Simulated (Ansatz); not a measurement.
A made-up structure of CH5SSi (charge -1), singlet:

```xyz
8
angstrom
Si -0.5331 0.8015 -0.2670
C 0.8705 -0.2940 -0.1933
S 1.1644 -1.2251 1.2407
H -1.9553 0.2374 -0.2768
H 0.6779 -0.1394 0.8375
H -0.6308 1.7764 0.8806
H 1.3317 -0.6647 -1.1067
H 0.2688 -2.2749 1.2450
```

It is relaxed with PBE-D4/def2-SVPD and then PBE0-D4/def2-TZVPD (Ansatz 0.2.0). Atoms count as bonded within 1.22 times the sum of their covalent radii (H–H: 0.88 Å). The end point is not checked to be a true minimum.

Question: Does its bonding change? (Judge from chemistry; the calculation decides.)

Answer: By the calculation: Yes. Formed: none; broken: S3–H5.

Where it ends: The first stage lowers the energy by 5.94 eV in 16 steps. It ends as CH₅SSi ([SiH2][CH2][SH]), total charge -1:
Si1  (-0.677, 0.880, -0.262)
C2  (0.946, -0.187, -0.037)
S3  (0.922, -1.617, 1.103)
H4  (-1.638, -0.309, -0.457)
H5  (1.746, 0.477, 0.306)
H6  (-0.989, 1.036, 1.239)
H7  (1.242, -0.570, -1.019)
H8  (-0.358, -1.494, 1.487)
(Å)

Labels in which every atom is bracketed show which atoms are joined, not bond orders.

For scale, one of the runs: PBE0-D4/def2-TZVPD relaxation, 171 basis functions, launched by `ansatz run in.yaml --threads 2 --pin off --events-out ev --progress --plain --max-ram 4352MiB`. Hardware: 2 CPU threads of an Arm Neoverse V2, shared host. Wall time about 26 s.
